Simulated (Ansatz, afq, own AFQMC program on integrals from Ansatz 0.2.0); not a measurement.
# AlGe, quartet: AFQMC among the cluster methods

```yaml
atoms:
  - { symbol: Ge, position_ang: [0.0000, 0.0000, 0.0000] }
  - { symbol: Al, position_ang: [0.0000, 0.0000, 1.9280] }
```

Basis cc-pVDZ. Only valence electrons are correlated. Ansatz 0.2.0 and our own AFQMC program on the same integrals; the CISD trial comes from CCSD amplitudes, and released means the phaseless constraint is let go. Error bars are statistical, one sigma. No spin–orbit coupling.

Determinant: UHF, the one that the program's search chose, which needn't be the lowest solution. The geometry is a point of a scan.

Full CI on the same integrals is exact in this basis and with this determinant's frozen core.

Cautions: no relativity below Rb; no spin-orbit coupling; inner d shell frozen; lower spins were not checked.

```
T1 diagnostic                               : 0.0255
weight of the determinant in the CISD state : 0.880
⟨S²⟩ of the determinant                     : 3.760
size of the correlated space                : 7 electrons in 26 orbitals
```

Reference: full CI, correlation energy -3.426 eV. The released energy is read at 2.40 1/Eh (meV from the phaseless value at times in 1/Eh: -2.6 ± 2.3 at 0.24, -4.2 ± 1.9 at 0.51, -5.2 ± 1.5 at 0.99, -9.4 ± 2.3 at 1.62, -9.5 ± 1.4 at 2.40).

| level | E − E(reference) (kJ/mol) | share of correlation (%) |
| --- | --- | --- |
| HF | 330.6 | 0.00 |
| MP2 | 83.1 | 74.85 |
| CCSD | 17.5 | 94.69 |
| CCSD(T) | 4.1 | 98.77 |
| CCSDT | 1.0 | 99.70 |
| CCSDT(Q) | 0.1 | 99.96 |
| CCSDTQ | 0.0 | 99.99 |
| ph-AFQMC/CISD | 1.4 ± 0.2 | 99.59 |
| released AFQMC | 0.4 ± 0.1 | 99.87 |

CCSDT and higher add their correlation energy to the determinant of the CCSD(T) run, since their own runs factorise the integrals more tightly (a shift of under 2 meV). A walk keeps the symmetry of its determinant, which the program's search chose and which needn't be the lowest solution, so a lower state of the same spin and another symmetry isn't excluded. Released energies are given only where the last usable release times agree within the noise; a slower fall can still hide under it.
